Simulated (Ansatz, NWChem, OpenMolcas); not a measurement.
# Worked example: C3H5 → CH3 + C2H2

Species: C3H5 `C=[C]C`, doublet; CH3 (methyl radical) `[CH3]`, doublet; C2H2 (acetylene) `C#C`, singlet. 

Shapes, held fixed at every level: PBE0-D4/def2-TZVP. Programs: Ansatz 0.2.0, NWChem 7.3.0, OpenMolcas 26.06. A level may come from different programs for different species; with the same settings they agree closely. The zero-point and thermal change to 298 K, harmonic and unscaled (PBE0-D4/def2-TZVP), is -16.3 kJ/mol.

At B2PLYP/def2-TZVPP; 1 Eh = 2625.50 kJ/mol:

```
species  energy (Eh)
   C3H5  -117.156406
    CH3   -39.811740
   C2H2   -77.292867
```

Q: Work out ΔH(298 K) of the reaction at this level.

A: 
1. Products less reactants: (-39.811740) + (-77.292867) − [(-117.156406)] = 0.051799 Eh = +136.0 kJ/mol.
2. With the thermal change: +136.0 + (-16.3) = +119.7 kJ/mol.

Other levels give +111.7 (HF/def2-TZVPP) to +173.1 kJ/mol (PBE0/def2-SVP). No measured value is set beside it here. Spin contamination: C3H5 (⟨S²⟩ up to 0.91). Open shells run unrestricted unless RO is named.
